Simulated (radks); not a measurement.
# F²⁺ in [He] 2s2 2p3: an all-electron calculation

Aim: the levels, the sizes of the orbitals and the parts of the energy of the fluorine ion F2+.

The numbers are computed with radks (a radial shooting solver on a logarithmic mesh, Libxc functionals) version 1 (non-relativistic Kohn-Sham, r2SCAN, spin-polarised, spherical densities, point nucleus; open shells are filled with parallel spins first), except any that are marked as measured or tabulated.

### Step 1. Starting point

| Property | Result |
| --- | --- |
| element | fluorine (Z = 9) |
| charge | +2 |
| electrons | 7 |
| configuration | [He] 2s2 2p3 |

Outer shells as boxes (Hund's rule):

F²⁺
```
[He] core
2s [↑↓]
2p [↑ ][↑ ][↑ ]
```

### Step 2. The run

Input:

```text
Z 9
configuration [He] 2s2 2p3 3s0 3p0
relativity non-relativistic
functional r2scan,r2scan
spin polarised
nucleus point
```

What does the calculation give?

The runs gave:

```
                        quantity                      value
                    total energy          -97.79862 hartree
exchange-correlation share of it                     9.60 %
                            −T/E                     0.9983
          highest occupied level          2p up, -52.815 eV
    most extended occupied level  2s down, <r> = 0.944 bohr
 radius at density 0.001 e/bohr³                  2.43 bohr
    maxima of the radial density                          2
         ionisation energy, NIST      62.708 (semi-emp.) eV
```

What this shows: 2 principal shells are occupied and 2 maxima appear in the radial density. The ratio −T/E is 0.9983; for a non-relativistic Coulomb system it is 1 up to the kinetic part of correlation. Minus the highest eigenvalue, 52.815 eV, is 84 % of the tabulated ionisation energy (62.708 eV); the potential of a semilocal functional falls off too fast, so its top eigenvalue is too shallow. Open shells are spherical and high-spin; term and fine-structure splittings are not resolved.
